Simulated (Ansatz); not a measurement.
`N[SiH2]S`. The species carries charge 0 and has multiplicity 1.

```csv
atom,x (Å),y (Å),z (Å)
N1,-0.679,-0.866,0.913
Si2,-0.060,0.458,0.034
S3,0.943,-0.185,-1.757
H4,-1.649,-1.122,0.832
H5,-0.104,-1.647,1.181
H6,0.948,1.226,0.808
H7,-1.232,1.315,-0.273
H8,1.833,0.821,-1.739
```

Problem. List the harmonic frequencies (cm⁻¹, unscaled) at PBE0-D4/def2-TZVP in Ansatz. (Estimate.)

Solution. The calculation gave: 104, 147, 253, 357, 500, 535, 708, 740, 863, 885, 916, 956, 1580, 2223, 2233, 2713, 3617, 3715.

Problem. Is this a minimum?

Solution. Yes, all 18 modes are real.

Problem. Give the ideal-gas thermochemistry at 298.15 K and 1 bar (rigid rotor, harmonic oscillator; point group C1, symmetry number 1).

Solution. Zero-point energy 137.8 kJ/mol; H(298) − E = 155.8 kJ/mol; entropy 314.5 J/(mol·K), of which translation 163.4, rotation 103.9, vibration 47.3; G(298) − E = 62.0 kJ/mol.

Problem. And at 400, 500, 600, 800 and 1000 K?

Solution. 
```json
{"T (K)": "400", "H − E (kJ/mol)": "165.6", "S (J/mol/K)": "342.7", "G − E (kJ/mol)": "28.5"}
{"T (K)": "500", "H − E (kJ/mol)": "176.4", "S (J/mol/K)": "366.8", "G − E (kJ/mol)": "-7.0"}
{"T (K)": "600", "H − E (kJ/mol)": "188.2", "S (J/mol/K)": "388.3", "G − E (kJ/mol)": "-44.8"}
{"T (K)": "800", "H − E (kJ/mol)": "214.0", "S (J/mol/K)": "425.2", "G − E (kJ/mol)": "-126.2"}
{"T (K)": "1000", "H − E (kJ/mol)": "241.9", "S (J/mol/K)": "456.4", "G − E (kJ/mol)": "-214.5"}
```

Problem. Rotational constants (cm⁻¹)?

Solution. 0.5764, 0.1256, 0.1093.
